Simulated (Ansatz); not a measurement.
Mulliken charges of C₄H₄F₂ (`C=C/C(F)=C/F`) from B3LYP/def2-TZVPP in Ansatz (PBE0-D4/def2-TZVP geometry).

```json
{"atom": "C1", "x (Å)": "0.702", "y (Å)": "-1.574", "z (Å)": "-0.651", "charge (e)": "-0.229"}
{"atom": "C2", "x (Å)": "0.582", "y (Å)": "-0.459", "z (Å)": "0.065", "charge (e)": "-0.148"}
{"atom": "C3", "x (Å)": "-0.541", "y (Å)": "0.441", "z (Å)": "-0.025", "charge (e)": "0.282"}
{"atom": "F4", "x (Å)": "-1.506", "y (Å)": "0.113", "z (Å)": "-0.886", "charge (e)": "-0.202"}
{"atom": "C5", "x (Å)": "-0.656", "y (Å)": "1.556", "z (Å)": "0.695", "charge (e)": "0.042"}
{"atom": "F6", "x (Å)": "-1.705", "y (Å)": "2.363", "z (Å)": "0.586", "charge (e)": "-0.182"}
{"atom": "H7", "x (Å)": "-0.060", "y (Å)": "-1.874", "z (Å)": "-1.360", "charge (e)": "0.114"}
{"atom": "H8", "x (Å)": "1.568", "y (Å)": "-2.214", "z (Å)": "-0.543", "charge (e)": "0.111"}
{"atom": "H9", "x (Å)": "1.352", "y (Å)": "-0.169", "z (Å)": "0.773", "charge (e)": "0.104"}
{"atom": "H10", "x (Å)": "0.090", "y (Å)": "1.877", "z (Å)": "1.409", "charge (e)": "0.108"}
```

**Question.** By hand: the dipole of these point charges (1 e Å = 4.8032 D).

**Answer.** Σ q r = (0.505, -0.109, 0.251) e Å, of length 0.574 e Å = 2.76 D.

**Question.** How does the dipole of the full density compare? (Estimate.)

**Answer.** Computed: (0.421, -0.105, 0.199) e Å, 2.29 D; the point charges give 1.21 times that, at 2° from its direction.

Point charges leave out the atoms' own dipoles, such as those of lone pairs, and Mulliken's split depends on the basis, so the two needn't agree.

B3LYP here is the variant with VWN-RPA as its local correlation; programs differ in this.
